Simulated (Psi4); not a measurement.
# CH2AlN (SMILES N#[C][AlH2]): MP2/6-311+G(d,p) (density fitting, density fitting for correlation, sweep point 4)

Wanted: the energy of CH2AlN. 

The results are computed with Psi4 1.11.

8 further runs of the same task are left out: 1 that didn't finish, 7 set aside as unsound or not needed.

## (1) The system as given

CH2AlN has 5 atoms, charge 0, and is taken as a singlet. SMILES: `N#[C][AlH2]`. Geometry: relaxed at PBE0-D4/def2-TZVP.

Bond lengths: N1–C2 1.154 Å, C2–Al3 1.938 Å, Al3–H4 1.573 Å, Al3–H5 1.572 Å. Angles: N1–C2–Al3 180.0°, C2–Al3–H4 117.0°, C2–Al3–H5 117.0°, H4–Al3–H5 126.1°.

## (2) The energy at MP2/6-311+G(d,p) (density fitting, density fitting for correlation, sweep point 4)

Input file ch2aln.inp:

```
memory 1600 mb

molecule mol {
  0 1
  N      1.382300    -1.346000     1.394200
  C      0.714200    -0.698000     0.711800
  Al    -0.407200     0.390000    -0.434600
  H     -1.629700    -0.322900    -1.120200
  H     -0.009700     1.903200    -0.592600
  units angstrom
  symmetry c1
}

set {
  basis                   6-311+G**
  reference               rhf
  scf_type                df
  num_frozen_docc         7
  scf_initial_accelerator ediis
}

energy("mp2")
```

Launch:

```bash
psi4 -i ch2aln.inp -o ch2aln.out -n 1
```

ch2aln.out:

```text
[...]
  Running in c1 symmetry.
[...]
  Nuclear repulsion =   69.014155576228063
[...]
  Multiplicity = 1
[...]
  Nalpha       = 14
  Nbeta        = 14
[...]
    Number of basis functions: 86
[...]
   @DF-RHF iter   1:  -335.37125986187988   -1.26776e+00   3.63888e-03 EDIIS/DIIS
[...]
   @DF-RHF iter  12:  -335.42215945531728   -1.19371e-12   1.47050e-09 DIIS
[...]
    Orbital Energies [Eh]
    ---------------------
    Doubly Occupied:
       1A    -58.524824     2A    -15.583510     3A    -11.246981
       4A     -4.935833     5A     -3.251882     6A     -3.250163
       7A     -3.249041     8A     -1.219862     9A     -0.700212
      10A     -0.574224    11A     -0.514736    12A     -0.489808
      13A     -0.477564    14A     -0.455445
[...]
  @DF-RHF Final Energy:  -335.42215945531728
   => Energetics <=
    Nuclear Repulsion Energy =             69.0141555762280632
    One-Electron Energy =                -599.9244621726627429
    Two-Electron Energy =                 195.4881471411173948
    Total Energy =                       -335.4221594553172849
[...]
 Multipole Moments:
 ------------------------------------------------------------------------------------
     Multipole            Electronic (a.u.)      Nuclear  (a.u.)        Total (a.u.)
 ------------------------------------------------------------------------------------
 L = 1.  Multiply by 2.5417464519 to convert [e a0] to [Debye]
 Dipole X            :          0.5814714           -1.4258200           -0.8443486
 Dipole Y            :         -0.5639740            1.3831863            0.8192123
 Dipole Z            :          0.5949402           -1.4576532           -0.8627130
 Magnitude           :                                                    1.4588719
[...]
```

Run time: 1.4 s. Hardware: 1 thread of Intel Xeon 6975P-C (Granite Rapids), shared host; peak memory 0.21 GiB.

## (3) What came out

Level: MP2/6-311+G** (density fitting, density fitting for correlation, sweep point 4), 7 core orbitals frozen.

| quantity | value |
| --- | --- |
| total energy | -335.78152 Eh |
| HOMO energy (Hartree–Fock orbitals) | -12.39 eV |
| LUMO energy (Hartree–Fock orbitals) | 0.03 eV |
| HOMO–LUMO gap (Hartree–Fock orbitals) | 12.42 eV |
| correlation energy (7 core orbitals frozen) | -359.4 mEh |
